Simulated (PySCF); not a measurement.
P2. Atoms are numbered in the order given.

```xyz
2

P      0.0000     0.0000    -0.9523
P      0.0000     0.0000     0.9523
```

The structure is a stationary point at PBE-D3(BJ)/def2-TZVPD.

Level of theory: PBE-D3(BJ)/def2-TZVPD (PySCF).

Frequencies are harmonic and unscaled.

Problem. Give all harmonic wavenumbers and intensities. (Estimate from the structure and the level; the computed values follow.)

Solution. 
| mode | ν (cm⁻¹) | IR (km/mol) | moving atoms (share of kinetic energy) |
|---|---|---|---|
| 1 | 784 | 0.0 | P 100 % |
